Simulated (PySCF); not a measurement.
Energy profile

The step: SiH₂ + H₂O → SiH₄O ([OH][SiH3]); bonds formed: Si1–H2; dative contacts that become bonds: Si1–O3; bonds broken: H2–O3 (atoms numbered as in the saddle structure below).

Si1  (-0.507, 0.443, -0.472)
H2  (1.081, 0.154, -0.692)
O3  (0.987, -0.191, 0.512)
H4  (-1.465, -0.708, -0.387)
H5  (-1.104, 1.457, 0.453)
H6  (1.009, -1.154, 0.587)
(Å)

Electronic energies by CCSD(T) at an estimated basis limit (MP2 extrapolated from triple and quadruple zeta, plus CCSD(T) − MP2 in triple zeta), on PBE0-D4/def2-TZVP structures; SiH$_{4}$O, closed shell; no counterpoise correction. Computed with PySCF 2.14 with density fitting (its default auxiliary sets; JK sets also for MP2 and CCSD(T)) (basis: def2-TZVPP and def2-QZVPP); correlated methods freeze the cores. Extrapolation: Hartree–Fock as exp(−7.88 √X), correlation as X^−2.97.

Task: Give the profile in kcal/mol, counted from the separated reactants. (An estimate is asked for; the value comes from the calculation.)

Result: The calculation gives:
| point | kcal/mol |
| --- | --- |
| separated: SiH$_{2}$ (Si1, H4, H5; singlet) + H$_{2}$O (H2, O3, H6; singlet) | 0.00 |
| start structure | -16.39 |
| saddle | 6.83 |
| end structure | -75.59 |

No T1 diagnostic of these runs exceeds 0.016. The restricted Hartree–Fock reference is unstable towards an unrestricted one at one or more of these structures.

Losses and insertions of silylenes and their heavier kin drive the gas-phase chemistry of silicon and germanium vapour deposition.

Labels in which every atom is bracketed show which atoms are joined, not bond orders.

For scale, one of the runs: CCSD(T)/def2-TZVPP, 129 basis functions, launched by `OMP_NUM_THREADS=4 python run.py`. The run took about 31 s on 4 CPU threads of a Oxide Virtual Turin-like (shared host).
